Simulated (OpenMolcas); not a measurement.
**SiNH5 (SMILES [SiH3]N): a chain of runs**

Wanted: the energy (HF/ANO-R0), then a single-point energy (CASSCF(2,2)/ANO-R1), then the energy along one coordinate (CASPT2(2,2)/ANO-R1), then the energy along one coordinate (SC-NEVPT2(2,2)/ANO-R1), then the energy along one coordinate (MC-PDFT[tPBE](2,2)/ANO-R1) of SiNH5. 

The results are computed with OpenMolcas 26.06.

### Step 1. Starting point

The species is SiNH5 (7 atoms), meant as a singlet with charge 0. As SMILES, `[SiH3]N`. The coordinates come from a PBE0-D4/def2-TZVP relaxation.

Bond lengths: Si1–N2 1.720 Å, Si1–H3 1.486 Å, Si1–H4 1.486 Å, Si1–H5 1.494 Å, N2–H6 1.007 Å, N2–H7 1.007 Å. Angles: Si1–N2–H6 119.6°, Si1–N2–H7 119.6°, N2–Si1–H3 107.9°, N2–Si1–H4 107.9°, N2–Si1–H5 116.0°, H6–N2–H7 110.7°, H3–Si1–H4 110.5°, H3–Si1–H5 107.3°, H4–Si1–H5 107.3°.

### Step 2. A single-point energy at HF/ANO-R0 (sfX2C) (run 1)

The input, struct.xyz:

```xyz
7

Si    -0.413010    -0.292700    -0.422350
N      0.611760     0.348670     0.801280
H     -0.018320    -1.706330    -0.653330
H     -1.813170    -0.217090     0.068940
H     -0.367930     0.402730    -1.743970
H      0.391580     1.238230     1.219480
H      1.609100     0.226510     0.729930
```

The input, step1.input:

```
* H5NSi Hartree-Fock
>>> EXPORT MOLCAS_PRINT=2

&GATEWAY
 Coord = struct.xyz
 Basis = ANO-R0
 Group = NoSym

&SEWARD

&SCF
 PrOrbitals = 0

&LOCALISATION
 Occupied
 Freeze
 Pipek-Mezey

&LOCALISATION
 FileOrb = $Project.LocOrb
 Virtual
 Pipek-Mezey
```

Run with:

```
$ export MOLCAS_MEM=1860
$ pymolcas step1.input > step1.log
```

What it wrote:

```text
--- Start Module: gateway ---
[...]
--- Stop Module: gateway /rc=_RC_ALL_IS_WELL_ ---
[...]
      Basis functions           19
[...]
       Convergence after  11 Iterations
[...]
::    Total SCF energy                               -346.3737407423
[...]
      Total spin, S                                     0.0000000000
[...]
      Total electronic charge=   26.000000
      Total            charge=   -0.000000
[...]
      Dipole Moment (debye):
      Origin of the operator (angstrom)=   -0.0678   -0.0715   -0.0208
                   X=  1.6436E+00               Y=  1.3913E+00               Z=  1.2114E+00           Total=  2.4707E+00
      Quadrupole Moment (debye*angstrom):
[...]
--- Start Module: localisation ---
[...]
--- Stop Module: localisation /rc=_RC_ALL_IS_WELL_ ---
--- Start Module: localisation ---
[...]
--- Stop Module: localisation /rc=_RC_ALL_IS_WELL_ ---
[...]
```

It took 4.5 s on 1 thread of AMD EPYC 7R43 (Zen 3), shared host; peak memory 0.37 GiB.

### Step 3. A single-point energy at CASSCF(2,2)/ANO-R1 (sfX2C) (run 2)

struct.xyz is that of step 2.

The input, step2.input:

```
* H5NSi CASSCF

&GATEWAY
  Coord=struct.xyz
  Basis=ANO-R0
  Group=NoSym

&SEWARD

&RASSCF
  FileOrb=$CurrDir/step1.LocOrb
  Alter=2
  1 12 13
  1 14 16
  Spin=1
  Nactel=2 0 0
  Inactive=12
  Ras2=2
  OrbListing=Nothing
>>> COPY $Project.RunFile RUNFIL1
>>> COPY $Project.RasOrb INPORB

&GATEWAY
  Coord=struct.xyz
  Basis=ANO-R1
  Group=NoSym

&SEWARD
>>> COPY $Project.RunFile RUNFIL2

&EXPBAS

&RASSCF
  FileOrb=$Project.ExpOrb
  Spin=1
  Nactel=2 0 0
  Inactive=12
  Ras2=2
  OrbListing=Nothing
```

Run with:

```
$ export MOLCAS_MEM=1860
$ pymolcas step2.input > step2.log
```

What it wrote:

```text
--- Start Module: gateway ---
[...]
      Basis functions           19
[...]
      Number of active orbitals                  2
[...]
      Spin quantum number                      0.0
[...]
      Active orbitals                            2
[...]
      Number of CSFs                             3
[...]
      Number of root(s) required                 1
[...]
      Convergence after 10 iterations
[...]
      printout of CI-coefficients larger than  0.05 for root  1
      energy=    -346.380802
      conf/sym  11     Coeff  Weight
             1  20   0.99597 0.99195
             3  02  -0.08970 0.00805
      Natural orbitals and occupation numbers for root  1
      sym 1:   1.983906   0.016094
      ************************************************************************************************************************
      *                                                    Final results                                                     *
[...]
::    RASSCF root number  1 Total energy:   -346.38080195
[...]
      Basis functions           57
[...]
      Convergence after 14 iterations
[...]
      Natural orbitals and occupation numbers for root  1
      sym 1:   1.982138   0.017862
      ************************************************************************************************************************
      *                                                    Final results                                                     *
[...]
::    RASSCF root number  1 Total energy:   -346.98429660
[...]
      Total electronic charge=   26.000000
      Total            charge=   -0.000000
[...]
      Dipole Moment (debye):
      Origin of the operator (angstrom)=   -0.0678   -0.0715   -0.0208
                   X=  8.8201E-01               Y=  8.7640E-01               Z=  1.8250E-01           Total=  1.2567E+00
      Quadrupole Moment (debye*angstrom):
[...]
```

Wall time 14 s (1 thread of AMD EPYC 7R43 (Zen 3), shared host); peak memory 0.4 GiB.

### Step 4. The energy along one coordinate at CASPT2(2,2)/ANO-R1 (sfX2C, ipea shift 0.25 Eh, pt2 variant SS) (run 3)

The input, step3.inp:

```
>>> COPY $CurrDir/step2.RasOrb $Project.RasOrb
>>> ForEach K in (1, 2, 3, 4, 5, 6, 7, 8, 9)

&gateway
 coord=$CurrDir/point$K.xyz
 basis=ANO-R1
 group=NoSym

&seward

&rasscf
 fileorb=$Project.RasOrb
 spin=1
 nactel=2 0 0
 inactive=12
 ras2=2
 orblisting=Nothing

&caspt2
 imaginary=0.2
 frozen=6
>>> EndDo
```

Run with:

```
$ export MOLCAS_MEM=1860
$ pymolcas step3.inp > step3.log
```

What it wrote:

```text
[...]
      Basis functions           57
[...]
      Number of active orbitals                  2
[...]
      Spin quantum number                      0.0
[...]
      Active orbitals                            2
[...]
      Number of CSFs                             3
[...]
      Number of root(s) required                 1
[...]
      Convergence after 11 iterations
[...]
      printout of CI-coefficients larger than  0.05 for root  1
      energy=    -346.973894
      conf/sym  11     Coeff  Weight
             1  20   0.99689 0.99379
             3  02  -0.07880 0.00621
      Natural orbitals and occupation numbers for root  1
      sym 1:   1.987582   0.012418
      ************************************************************************************************************************
      *                                                    Final results                                                     *
[...]
::    RASSCF root number  1 Total energy:   -346.97389402
[...]
::    CASPT2 Root  1     Total energy:   -347.24949614
[...]
      Convergence after 10 iterations
[...]
      Natural orbitals and occupation numbers for root  1
      sym 1:   1.982127   0.017873
      ************************************************************************************************************************
      *                                                    Final results                                                     *
[...]
      Convergence after  9 iterations
[...]
      Convergence after  9 iterations
[...]
      Convergence after  9 iterations
[...]
::    RASSCF root number  1 Total energy:   -346.84790456
[...]
::    CASPT2 Root  1     Total energy:   -347.11353776
[...]
      Convergence after  8 iterations
[...]
::    RASSCF root number  1 Total energy:   -346.84279322
[...]
      Reference weight:           0.91525
[...]
::    CASPT2 Root  1     Total energy:   -347.10768181
[...]
```

Run time: 79 s. Hardware: 1 thread of AMD EPYC 7R43 (Zen 3), shared host; peak memory 0.4 GiB.

The scan, from its lowest point:

```
H3–Si1 (Å)  energy (kJ/mol)
     1.337             24.4
     1.486              0.0
     1.634             15.1
     1.857             71.3
     2.154            161.6
     2.526            259.5
     2.972            336.3
     3.566            381.4
     4.457            396.8
```

### Step 5. An energy scan at SC-NEVPT2(2,2)/ANO-R1 (sfX2C, pt2 variant SC-NEVPT2) (run 4)

The input, step4.input:

```
* H5NSi NEVPT2
>>> COPY $CurrDir/step2.RasOrb $Project.RasOrb
>>> ForEach K in (1, 2, 3, 4, 5, 6, 7, 8, 9)

&GATEWAY
 Coord=$CurrDir/point$K.xyz
 Basis=ANO-R1
 Group=NoSym

&SEWARD

&RASSCF
 FileOrb=$Project.RasOrb
 Spin=1
 Nactel=2 0 0
 Inactive=12
 Ras2=2
 OrbListing=Nothing

&CASPT2
 SC-NEVPT2
 Frozen=6
>>> EndDo
```

Run with:

```
$ export MOLCAS_MEM=1860
$ pymolcas step4.input > step4.log
```

What it wrote:

```text
--- Start Module: gateway ---
[...]
      Basis functions           57
[...]
      Number of active orbitals                  2
[...]
      Spin quantum number                      0.0
[...]
      Active orbitals                            2
[...]
      Number of CSFs                             3
[...]
      Number of root(s) required                 1
[...]
      Convergence after 11 iterations
[...]
      printout of CI-coefficients larger than  0.05 for root  1
      energy=    -346.973894
      conf/sym  11     Coeff  Weight
             1  20   0.99689 0.99379
             3  02  -0.07880 0.00621
      Natural orbitals and occupation numbers for root  1
      sym 1:   1.987582   0.012418
      ************************************************************************************************************************
      *                                                    Final results                                                     *
[...]
::    RASSCF root number  1 Total energy:   -346.97389402
[...]
::    SC-NEVPT2 Root  1     Total energy:   -347.24492352
[...]
      Convergence after 10 iterations
[...]
      Natural orbitals and occupation numbers for root  1
      sym 1:   1.982127   0.017873
      ************************************************************************************************************************
      *                                                    Final results                                                     *
[...]
      Convergence after  9 iterations
[...]
      Convergence after  9 iterations
[...]
      Convergence after  9 iterations
[...]
::    RASSCF root number  1 Total energy:   -346.84790456
[...]
::    SC-NEVPT2 Root  1     Total energy:   -347.11214081
[...]
      Convergence after  8 iterations
[...]
::    RASSCF root number  1 Total energy:   -346.84279322
[...]
::    SC-NEVPT2 Root  1     Total energy:   -347.10654547
[...]
```

It took 84 s on 1 thread of AMD EPYC 7R43 (Zen 3), shared host; peak memory 0.4 GiB.

The scan, from its lowest point:

```
H3–Si1 (Å)  energy (kJ/mol)
     1.337             25.7
     1.486              0.0
     1.634             14.1
     1.857             69.0
     2.154            158.0
     2.526            254.6
     2.972            330.3
     3.566            374.3
     4.457            389.0
```

### Step 6. An energy scan at MC-PDFT[tPBE](2,2)/ANO-R1 (sfX2C) (run 5)

The input, step5.input:

```
>>> EXPORT MOLCAS_PRINT=2
>>> COPY $CurrDir/step2.RasOrb $Project.RasOrb
>>> ForEach K in (1, 2, 3, 4, 5, 6, 7, 8, 9)

&GATEWAY
 Coord
 $CurrDir/point$K.xyz
 Basis
 ANO-R1
 Group
 NoSym

&SEWARD

&RASSCF
 FileOrb
 $Project.RasOrb
 Spin
 1
 Nactel
 2 0 0
 Inactive
 12
 Ras2
 2
 OrbListing
 Nothing

&MCPDFT
 KSDFT
 T:PBE
>>> EndDo
```

Run with:

```
$ export MOLCAS_MEM=1860
$ pymolcas step5.input > step5.log
```

What it wrote:

```text
--- Start Module: gateway ---
[...]
      Basis functions           57
[...]
      Number of active orbitals                  2
[...]
      Spin quantum number                      0.0
[...]
      Active orbitals                            2
[...]
      Number of CSFs                             3
[...]
      Number of root(s) required                 1
[...]
      Convergence after 11 iterations
[...]
      printout of CI-coefficients larger than  0.05 for root  1
      energy=    -346.973894
      conf/sym  11     Coeff  Weight
             1  20   0.99689 0.99379
             3  02  -0.07880 0.00621
      Natural orbitals and occupation numbers for root  1
      sym 1:   1.987582   0.012418
      ************************************************************************************************************************
      *                                                    Final results                                                     *
[...]
::    RASSCF root number  1 Total energy:   -346.97389402
[...]
::    MCPDFT root number  1 Total energy:   -347.67612275
[...]
      Convergence after 10 iterations
[...]
      Natural orbitals and occupation numbers for root  1
      sym 1:   1.982127   0.017873
      ************************************************************************************************************************
      *                                                    Final results                                                     *
[...]
      Convergence after  9 iterations
[...]
      Convergence after  9 iterations
[...]
      Convergence after  9 iterations
[...]
::    RASSCF root number  1 Total energy:   -346.84790456
[...]
::    MCPDFT root number  1 Total energy:   -347.53753061
[...]
      Convergence after  8 iterations
[...]
::    RASSCF root number  1 Total energy:   -346.84279322
[...]
::    MCPDFT root number  1 Total energy:   -347.53192115
[...]
```

Wall time 83 s (1 thread of AMD EPYC 7R43 (Zen 3), shared host); peak memory 0.4 GiB.

The scan, from its lowest point:

```
H3–Si1 (Å)  energy (kJ/mol)
     1.337             26.7
     1.486              0.0
     1.634             12.9
     1.857             66.5
     2.154            155.5
     2.526            255.8
     2.972            339.3
     3.566            390.6
     4.457            405.3
```

### Step 7. Results

```
                                                   quantity          value
                             run 1, HF/ANO-R0: total energy  -346.37374 Eh
                            run 1, HF/ANO-R0: dipole moment         2.47 D
                              run 1, HF/ANO-R0: HOMO energy      -11.63 eV
                              run 1, HF/ANO-R0: LUMO energy        3.13 eV
                            run 1, HF/ANO-R0: HOMO–LUMO gap       14.77 eV
                    run 2, CASSCF(2,2)/ANO-R1: total energy  -346.98430 Eh
  run 2, CASSCF(2,2)/ANO-R1: dipole moment (CASSCF density)         1.26 D
       run 3, CASPT2(2,2)/ANO-R1: lowest energy of the scan  -347.25880 Eh
    run 4, SC-NEVPT2(2,2)/ANO-R1: lowest energy of the scan  -347.25470 Eh
run 5, MC-PDFT[tPBE](2,2)/ANO-R1: lowest energy of the scan  -347.68628 Eh
```

In words: Mulliken charges (run 2, CASSCF(2,2)/ANO-R1) run from -0.54 on N2 to +0.17 on H6; they depend strongly on the basis.
